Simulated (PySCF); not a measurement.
Simulated C 1s region for `C=CP(C)C`, binding energy against the vacuum level.

Every computed line was given a Gaussian of 0.4 eV full width at half maximum and an area set by the number of equivalent atoms; the highest printed point is 100. The calculation used delta-SCF UKS SCAN, pcX-2 on the ionised atom, pcseg-1 elsewhere, spin-free X2C (PySCF).

binding energy (eV), intensity and a bar:
```
    289.4          0 
    289.5          2 #
    289.6          8 ##
    289.7         20 ######
    289.8         37 ###########
    289.9         53 ################
    290.0         63 ###################
    290.1         69 #####################
    290.2         78 #######################
    290.3         91 ###########################
    290.4        100 ##############################
    290.5         93 ############################
    290.6         66 ####################
    290.7         34 ##########
    290.8         13 ####
    290.9          3 #
    291.0          1
```

Question: Count the maxima, the lines and the sites behind this envelope.

Answer: The curve has 1 maximum (at 290.4 eV). Under it lie 3 lines from 3 inequivalent carbon sites. At this width some lines have no maximum of their own.

Question: Decompose the envelope and assign each component. Numbering: `[CH2:1]=[CH:2][P:3]([CH3:4])[CH3:5]`.

Answer: 
```json
{"position (eV)": "289.91", "relative area": "1", "line": "C 1s", "atoms": "C1", "environment": "terminal =CH2 carbon"}
{"position (eV)": "290.19", "relative area": "1", "line": "C 1s", "atoms": "C2", "environment": "alkene CH carbon"}
{"position (eV)": "290.47", "relative area": "2", "line": "C 1s", "atoms": "C4/C5", "environment": "sp3 carbon bound to phosphorus"}
```

Question: What are the centre and the root-mean-square width of the whole band?

Answer: The area-weighted mean of the lines is 290.26 eV. Their own spread about it is 0.23 eV (rms) and each Gaussian has σ = 0.4/2.355 = 0.17 eV; the variances add, which gives 0.29 eV.

The listed C 1s values span 0.56 eV, from C1 (bonded to C (double bond) and 2 H) to C4/C5 (bonded to 3 H and P). The widest gap between neighbouring values is 0.28 eV, between 290.19 and 290.47 eV. Summing the Pauling electronegativity differences to the bonded atoms, each weighted by its formal bond order, gives -0.70 for the lowest site and -1.41 for the highest; the largest sum, -0.70, belongs to C1, 0.56 eV below the top. The smallest sum, -1.41, belongs to C4/C5, 0.56 eV above the lowest.

No satellites, vibrations or lifetime broadening are included. Topologically equivalent atoms share the value of their first member; where this conformer doesn't relate them by symmetry, their own values could differ. The unrestricted hole states depart most from a pure doublet (⟨S²⟩ = 0.75; over 0.85 named) for C 1s of C2 (0.85), which makes this value less certain. One conformer (not necessarily the lowest) at the PBE0-D3(BJ)/def2-SVP geometry, without solvent, vibrations or thermal averaging.

Conformer computed: `[CH2:1]=[CH:2][P:3]([CH3:4])[CH3:5]`: C1–C2–P3–C4 19°.
